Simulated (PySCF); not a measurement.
PySCF input (HF/6-311G**):

```python
import numpy as np, basis_set_exchange as bse
from pyscf import gto, scf, dft, df
from pyscf.prop.nmr import rhf as nmr

basis = {'C': gto.basis.parse(bse.get_basis('6-311G**', elements=['C'], fmt='nwchem')), 'F': gto.basis.parse(bse.get_basis('6-311G**', elements=['F'], fmt='nwchem')), 'H': gto.basis.parse(bse.get_basis('6-311G**', elements=['H'], fmt='nwchem'))}
mol = gto.M(
    atom='''
    C     0.00476229    0.43392420   -0.00203639
    C     1.18383408   -0.15360148    0.00493325
    F    -1.14596015   -0.26718838   -0.00280751
    H    -0.17580160    1.50100015   -0.00772733
    H     1.28003303   -1.23028006    0.01036986
    H     2.07783169    0.45203897    0.00524394
    ''',
    basis=basis,
    charge=0,
    verbose=4,
    max_memory=7359,
)
mf = scf.RHF(mol)
mf.conv_tol = 1e-9
mf.max_cycle = 100
print('smallest overlap eigenvalue', np.linalg.eigvalsh(mol.intor('int1e_ovlp'))[0])
mf.kernel()
dip = mf.dip_moment()
n = nmr.NMR(mf)
n.verbose = 2
n.max_cycle_cphf = 60
sigma = n.kernel()
for i, x in enumerate(sigma):
    print(mol.atom_symbol(i), i + 1, round(x.trace() / 3, 3))
```

Output:

```
PySCF version 2.14.0

[INPUT] verbose = 4
[INPUT] num. atoms = 6
[INPUT] num. electrons = 24
[INPUT] charge = 0
[INPUT] spin (= nelec alpha-beta = 2S) = 0
[INPUT] symmetry False subgroup None
[INPUT] Mole.unit = angstrom
[INPUT] Symbol           X                Y                Z      unit          X                Y                Z       unit  Magmom
[INPUT]  1 C      0.004762290000   0.433924200000  -0.002036390000 AA    0.008999423826   0.819997896821  -0.003848219383 Bohr   0.0
[INPUT]  2 C      1.183834080000  -0.153601480000   0.004933250000 AA    2.237122188126  -0.290264729528   0.009322491404 Bohr   0.0
[INPUT]  3 F     -1.145960150000  -0.267188380000  -0.002807510000 AA   -2.165550833165  -0.504912861866  -0.005305424992 Bohr   0.0
[INPUT]  4 H     -0.175801600000   1.501000150000  -0.007727330000 AA   -0.332216876260   2.836479196431  -0.014602537374 Bohr   0.0
[INPUT]  5 H      1.280033030000  -1.230280060000   0.010369860000 AA    2.418911857097  -2.324892369913   0.019596195350 Bohr   0.0
[INPUT]  6 H      2.077831690000   0.452038970000   0.005243940000 AA    3.926532827042   0.854229850930   0.009909610414 Bohr   0.0

nuclear repulsion = 67.55382768604
number of shells = 36
number of NR pGTOs = 117
number of NR cGTOs = 72
basis = {'C': [[0, [4563.24, 0.00196665], [682.024, 0.0152306], [154.973, 0.0761269], [44.4553, 0.260801], [13.029, 0.616462], [1.82773, 0.221006]], [0, [20.9642, 0.11466], [4.80331, 0.919999], [1.45933, -0.00303068]], [0, [0.483456, 1.0]], [0, [0.145585, 1.0]], [1, [20.9642, 0.0402487], [4.80331, 0.237594], [1.45933, 0.815854]], [1, [0.483456, 1.0]], [1, [0.145585, 1.0]], [2, [0.626, 1.0]]], 'F': [[0, [11427.1, 0.00180093], [1722.35, 0.0137419], [395.746, 0.0681334], [115.139, 0.233325], [33.6026, 0.589086], [4.91901, 0.299505]], [0, [55.4441, 0.114536], [12.6323, 0.920512], [3.71756, -0.00337804]], [0, [1.16545, 1.0]], [0, [0.321892, 1.0]], [1, [55.4441, 0.0354609], [12.6323, 0.237451], [3.71756, 0.820458]], [1, [1.16545, 1.0]], [1, [0.321892, 1.0]], [2, [1.75, 1.0]]], 'H': [[0, [33.865, 0.0254938], [5.09479, 0.190373], [1.15879, 0.852161]], [0, [0.32584, 1.0]], [0, [0.102741, 1.0]], [1, [0.75, 1.0]]]}
ecp = {}
smallest overlap eigenvalue 0.0032010512697202343

******** <class 'pyscf.scf.hf.RHF'> ********
method = RHF
initial guess = minao
damping factor = 0
level_shift factor = 0
DIIS = <class 'pyscf.scf.diis.CDIIS'>
diis_start_cycle = 1
diis_space = 8
diis_damp = 0
SCF conv_tol = 1e-09
SCF conv_tol_grad = None
SCF max_cycles = 100
direct_scf = True
direct_scf_tol = 1e-13
Set gradient conv threshold to 3.16228e-05
Initial guess from minao.
init E= -177.261656059345
  HOMO = -0.259648860531943  LUMO = 0.0831121241216302  gap/eV = 9.32700
cycle= 1 E= -176.874255489904  delta_E= 0.387  |g|= 0.493  |ddm|= 1.74
  HOMO = -0.415448321179117  LUMO = 0.127292013035293  gap/eV = 14.76872
cycle= 2 E= -176.919038638703  delta_E= -0.0448  |g|= 0.276  |ddm|=  0.4
  HOMO = -0.388910880877614  LUMO = 0.161623197524588  gap/eV = 14.98080
cycle= 3 E= -176.931176048585  delta_E= -0.0121  |g|= 0.0481  |ddm|= 0.167
  HOMO = -0.383648999717632  LUMO = 0.167028968244174  gap/eV = 14.98471
cycle= 4 E= -176.931941760493  delta_E= -0.000766  |g|= 0.0108  |ddm|= 0.0497
  HOMO = -0.385533975961952  LUMO = 0.166822278060544  gap/eV = 15.03038
cycle= 5 E= -176.931991451908  delta_E= -4.97e-05  |g|= 0.00382  |ddm|= 0.0144
  HOMO = -0.385112136747178  LUMO = 0.166836061254303  gap/eV = 15.01928
cycle= 6 E= -176.93199810122  delta_E= -6.65e-06  |g|= 0.00126  |ddm|= 0.00449
  HOMO = -0.384989343168435  LUMO = 0.166884877092205  gap/eV = 15.01726
cycle= 7 E= -176.93199923394  delta_E= -1.13e-06  |g|= 0.000521  |ddm|= 0.00199
  HOMO = -0.385057509329737  LUMO = 0.166891145199733  gap/eV = 15.01929
cycle= 8 E= -176.931999360803  delta_E= -1.27e-07  |g|= 0.000116  |ddm|= 0.000776
  HOMO = -0.385033310724911  LUMO = 0.166898279270262  gap/eV = 15.01882
cycle= 9 E= -176.931999370218  delta_E= -9.41e-09  |g|= 3.86e-05  |ddm|= 0.000258
  HOMO = -0.385037854666521  LUMO = 0.16689822273311  gap/eV = 15.01895
cycle= 10 E= -176.931999371179  delta_E= -9.61e-10  |g|= 1.01e-05  |ddm|= 8.37e-05
  HOMO = -0.385037788873316  LUMO = 0.166898068246604  gap/eV = 15.01894
Extra cycle  E= -176.93199937123  delta_E= -5.08e-11  |g|= 4.17e-06  |ddm|= 1.13e-05
converged SCF energy = -176.93199937123
Dipole moment(X, Y, Z, Debye):  1.40099,  1.00011,  0.00025
C 1 35.843
C 2 94.288
F 3 341.705
H 4 25.632
H 5 27.134
H 6 27.665
```
